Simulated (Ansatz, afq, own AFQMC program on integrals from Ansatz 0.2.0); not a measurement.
Where AFQMC and coupled cluster stand for AlSF, singlet

```xyz
3

F     0.0000    0.0000   -1.7526
Al    0.0000    0.0000   -0.1218
S     0.0000    0.0000    1.8743
```

Connectivity, by distances: F–Al–S.

Basis cc-pVDZ. Only valence electrons are correlated. AFQMC by an in-house program on the Cholesky factors that Ansatz 0.2.0 writes for its CCSD(T) run. The CISD trial takes its coefficients from CCSD amplitudes. Released means that phaseless walkers are propagated on without the constraint, phases kept. Uncertainties: one standard error, sampling alone.

Determinant: RHF, the one that the program's search chose, which needn't be the lowest solution. The geometry is a point of a scan.

No full CI on the walks' own integrals is used here; CCSDT(Q) serves as the reference and is uncertain by about the last step of the cluster series.

```
T1 diagnostic                               : 0.0183
weight of the determinant in the CISD state : 0.861
size of the correlated space                : 16 electrons in 39 orbitals
```

Reference: CCSDT(Q), correlation energy -10.728 eV. The released energy is read at 2.40 1/Eh (meV from the phaseless value at times in 1/Eh: -4 ± 27 at 0.24, 19 ± 20 at 0.51, 32 ± 22 at 0.99, 61 ± 29 at 1.62, 40 ± 37 at 2.40).

| level | E − E(reference) (meV) | share of correlation (%) |
| --- | --- | --- |
| HF | 10727.9 | 0.00 |
| MP2 | 719.6 | 93.29 |
| CCSD | 341.2 | 96.82 |
| CCSD(T) | 56.5 | 99.47 |
| CCSDT | 33.4 | 99.69 |
| ph-AFQMC/HF | -19.9 ± 67.2 | 100.19 |
| ph-AFQMC/CISD | -15.0 ± 22.6 | 100.14 |
| released AFQMC | 25.3 ± 36.7 | 99.76 |

A walk keeps the symmetry of its determinant, which the program's search chose and which needn't be the lowest solution, so a lower state of the same spin and another symmetry isn't excluded. Released energies are given only where the last usable release times agree within the noise; a slower fall can still hide under it.
